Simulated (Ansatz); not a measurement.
Correlation energies of `[BH3-][SH2+]` by basis set

```xyz
7

B     0.204   -0.190    0.812
S    -0.010    0.715   -0.930
H     1.408   -0.187    0.911
H    -0.318   -1.269    0.713
H    -0.344    0.604    1.538
H     0.372   -0.217   -1.823
H    -1.313    0.544   -1.221
```

The species carries charge 0 and has multiplicity 1. All single points use the PBE0-D4/def2-TZVP geometry. Frozen core, restricted reference, the Gaussian-basis code of Ansatz. CBS rows extrapolate triple and quadruple zeta; past MP2 they add the triple-zeta difference.

| basis | HF (Eh) | MP2 corr. |
| --- | --- | --- |
| def2-SVP | -424.94001 | -0.25695 |
| def2-TZVPP | -425.10988 | -0.32772 |
| def2-QZVPP | -425.12303 | -0.35120 |

Problem. Estimate the CCSD correlation energy and the (T) correction in each basis where they were run (hartree).

Solution. 
```tsv
basis	CCSD corr.	(T)
def2-SVP	-0.29886	-0.00727
def2-TZVPP	-0.36867	-0.01360
CBS(def2)	-0.40954	as TZ
```
